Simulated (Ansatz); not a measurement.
# AlSi: the cost of one run

Program: Ansatz 0.2.0, Gaussian basis. Level of theory: def2-QZVPP, core rule «outside noble gas», up to 10 orbitals frozen. These are calculated values, not measurements.

Plan: UHF; ROHF; CCSD(T) on UHF.

### Step 1. What is computed

The geometry is a PBE0/def2-TZVP stationary point (not a proven minimum) of the parent state, kept for this charge and spin.

2 atoms, charge 1, spin multiplicity 3.

Atoms are counted from 1 here; the program's logs count them from 0.

Bond lengths: Si1–Al2 2.416 Å.

### Step 2. UHF

in.yaml

```yaml
crystal:
  periodic: [false, false, false]
  atoms:
    - {symbol: Si, position_ang: [0.000000, 0.000000, 0.000000]}
    - {symbol: Al, position_ang: [0.000000, 0.000000, 2.416200]}
basis:
  gaussian: {orbitals: "def2-QZVPP.json"}
total_charge: 1
magnetization: {spin_polarized: true, initial_magnetization: 2}
hamiltonian: {xc: hf}
output: {orbitals: {seedname: orbitals}}
```

Started as:

```
ansatz run in.yaml --threads 1 --pin off --events-out ev --progress --plain --max-ram 2393MiB
```

**Question.** How long does this run take on 1 thread of Arm Neoverse V1, shared host, and how much memory does it need?

About 24 s, with a peak of 0.3 GiB.
